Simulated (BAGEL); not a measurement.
**[NO2]− (nitrite) at HF/3-21G (density fitting with cc-pvqz-jkfit)**

Aim: the vertical singlet–triplet gap of [NO2]− (nitrite) at HF/3-21G (density fitting with cc-pvqz-jkfit), from 2 runs. 

Program for the calculation: BAGEL 1.2.2.

1 further run of the same task is left out (it didn't finish). Runs told in other sessions of the task aren't counted.

## Step 1: The structure to begin with

The species is [NO2]− (3 atoms), meant as a singlet with charge -1. As SMILES, `O=N[O-]`. Geometry: relaxed at PBE0-D4/def2-TZVPD.

Bond lengths: O1–N2 1.245 Å, N2–O3 1.245 Å. Angles: O1–N2–O3 116.8°.

## Step 2: The energy at HF/3-21G (density fitting with cc-pvqz-jkfit)

input.json

```json
{ "bagel" : [

{
  "title" : "molecule",
  "basis" : "3-21g",
  "df_basis" : "cc-pvqz-jkfit",
  "angstrom" : true,
  "geometry" : [
    { "atom" : "O", "xyz" : [       0.322840,       0.992650,       0.287620 ] },
    { "atom" : "N", "xyz" : [       0.325750,      -0.245400,       0.151990 ] },
    { "atom" : "O", "xyz" : [      -0.648590,      -0.747260,      -0.439610 ] }
  ]
},

{ "title" : "hf", "charge" : -1 },

{ "title" : "print", "file" : "orbitals.molden", "orbitals" : true }

]}
```

The run is started by

```sh
$ BAGEL_NUM_THREADS=1 BAGEL input.json > input.out
```

Log:

```text
* using 1 threads per process

  ===============================================================
  ===============================================================

  *** Geometry ***

  { "atom" : "O", "xyz" : [      0.610079,      1.875837,      0.543523 ] },
  { "atom" : "N", "xyz" : [      0.615578,     -0.463739,      0.287219 ] },
  { "atom" : "O", "xyz" : [     -1.225657,     -1.412117,     -0.830743 ] },

  Number of auxiliary basis functions:      318

  Since a DF basis is specified, we compute 2- and 3-index integrals:
    o Being stored without compression. Storage requirement is 0.002 GB

  Number of basis functions:       27
  Number of electrons      :       23

    * METHOD: MOLECULE                             0.06

  *** RHF ***

  === Nuclear Repulsion ===
    63.5524637009

      * DIIS with orbital gradients will be used.

  === RHF iteration (3-21g) ===
      0       -202.74673288          0.04889718           0.01
      1       -202.81650330          0.03470554           0.01
      2       -202.87042823          0.00240413           0.01
      3       -202.87129427          0.00086243           0.01
      4       -202.87146309          0.00026697           0.01
      5       -202.87147839          0.00008166           0.01
      6       -202.87147956          0.00001674           0.01
      7       -202.87147961          0.00000207           0.01
      8       -202.87147961          0.00000100           0.01
      9       -202.87147961          0.00000028           0.01
     10       -202.87147961          0.00000010           0.01
     11       -202.87147961          0.00000003           0.01
     12       -202.87147961          0.00000001           0.01
    * SCF iteration converged.

    * Permanent dipole moment:
           (   -0.188623,     0.142075,    -0.088011) a.u.

    * METHOD: HF                                   0.10

    * METHOD: PRINT                                0.00

  ===============================================================
```

It took 0.28 s on 1 thread of Arm Neoverse V1, shared host.

## Step 3: The triplet at the same level

job.json

```json
{ "bagel": [

{
  "title": "molecule",
  "basis": "3-21g",
  "df_basis": "cc-pvqz-jkfit",
  "angstrom": "true",
  "geometry": [
    { "atom": "O", "xyz": [       0.322840,       0.992650,       0.287620 ] },
    { "atom": "N", "xyz": [       0.325750,      -0.245400,       0.151990 ] },
    { "atom": "O", "xyz": [      -0.648590,      -0.747260,      -0.439610 ] }
  ]
},

{ "title": "uhf", "charge": -1, "nopen": 2 },

{ "title": "print", "file": "orbitals.molden", "orbitals": "true" }

]}
```

The run is started by

```sh
$ BAGEL_NUM_THREADS=1 BAGEL job.json > job.out
```

Log:

```text
* using 1 threads per process

  ===============================================================
  ===============================================================

  *** Geometry ***

  { "atom" : "O", "xyz" : [      0.610079,      1.875837,      0.543523 ] },
  { "atom" : "N", "xyz" : [      0.615578,     -0.463739,      0.287219 ] },
  { "atom" : "O", "xyz" : [     -1.225657,     -1.412117,     -0.830743 ] },

  Number of auxiliary basis functions:      318

  Since a DF basis is specified, we compute 2- and 3-index integrals:
    o Being stored without compression. Storage requirement is 0.002 GB

  Number of basis functions:       27
  Number of electrons      :       23

    * METHOD: MOLECULE                             0.06

  *** Open-shell HF ***

  === Nuclear Repulsion ===
    63.5524637009

      * DIIS with orbital gradients will be used.

  === UHF iteration (3-21g) ===
      0       -202.72014172          0.07653105           0.01
      1       -202.78428096          0.04938291           0.01
      2       -202.80422577          0.03352187           0.01
      3       -202.81848473          0.00166549           0.01
      4       -202.81896677          0.00068335           0.01
      5       -202.81904391          0.00023751           0.01
      6       -202.81905837          0.00007434           0.01
      7       -202.81905981          0.00002942           0.01
      8       -202.81905999          0.00000784           0.01
      9       -202.81905999          0.00000433           0.01
     10       -202.81906000          0.00000113           0.01
     11       -202.81906000          0.00000058           0.01
     12       -202.81906000          0.00000035           0.01
     13       -202.81906000          0.00000010           0.01
     14       -202.81906000          0.00000004           0.01
     15       -202.81906000          0.00000002           0.01
     16       -202.81906000          0.00000001           0.01
     17       -202.81906000          0.00000001           0.01
    * SCF iteration converged.

    * S^2 (UHF) is 2.0296

    * Permanent dipole moment:
           (   -0.288530,     0.217339,    -0.134626) a.u.

    * METHOD: UHF                                  0.21

    * METHOD: PRINT                                0.00

  ===============================================================
```

Run time: 0.4 s. Hardware: 1 thread of Arm Neoverse V1, shared host.

## Step 4: Results

At HF/3-21G (density fitting with cc-pvqz-jkfit):

| quantity | value |
| --- | --- |
| singlet: total energy | -202.87148 Eh |
| singlet: HOMO energy | -2.41 eV |
| singlet: LUMO energy | 12.10 eV |
| singlet: HOMO–LUMO gap (to an unbound level, set by the basis) | 14.51 eV |
| triplet: total energy | -202.81906 Eh |
| triplet: ⟨S²⟩ | 2.030 |
| vertical energy of the triplet above the singlet | 1.426 eV |

In words: At this shape the triplet lies 1.43 eV (138 kJ/mol) above the singlet.
